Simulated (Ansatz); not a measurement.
# Where CCSD(T) holds and where it slips

Each species is computed at the geometry given (Å), with frozen cores, in Ansatz 0.2.0: RHF-CCSD(T) for singlets, UHF-CCSD(T) otherwise, and full CI in the same basis. The program picks the determinant by trial CCSD, so it needn't be the lowest Hartree–Fock solution. States: [SiH3···H···H] A', AlB Π, SiH2 A1. Cases whose determinant has another symmetry than full CI's state, or whose (Q) step broke down, weren't drawn.

Q: Judging by size, spin and bonding and the diagnostics given, rank them by the size of CCSD(T)'s error in total energy against full CI in the same basis, smallest first (an estimate).
A. SiH2, singlet, cc-pVDZ: Si 0.000 -0.071 0.000; H 0.000 0.996 -1.090; H 0.000 0.996 1.090. T1 0.014, (T) -61 meV in a correlation energy of -3.24 eV
B. [SiH$_{3}$···H···H], doublet, 6-31G: Si -0.081 0.000 0.000; H -0.576 1.400 0.000; H -0.576 -0.700 1.212; H -0.576 -0.700 -1.212; H 1.532 0.000 0.000; H 2.449 0.000 0.000. T1 0.013, (T) -28 meV in a correlation energy of -2.56 eV
C. AlB, triplet, cc-pVDZ: B 0.000 0.000 0.000; Al 0.000 0.000 2.276. T1 0.048, (T) -122 meV in a correlation energy of -3.28 eV

A: B (12.2 meV), A (19.5 meV), C (60.0 meV).

```tsv
species	basis	correlated electrons	CCSD(T) − full CI (meV)	CCSDT(Q) − full CI (meV)	unpaired electrons (full CI)	T1	⟨S²⟩ of the determinant
[SiH3···H···H], doublet	6-31G	9	12.2	0.3	1.03	0.013	0.78
SiH2, singlet	cc-pVDZ	6	19.5	0.6	0.09	0.014	0.00
AlB, triplet	cc-pVDZ	6	60.0	1.1	2.14	0.048	2.01
```

Unpaired electrons are Σ n²(2−n)² over natural occupations; an open shell counts its own unpaired electrons too. Frozen cores follow each run's orbitals, which moves totals by a few meV.
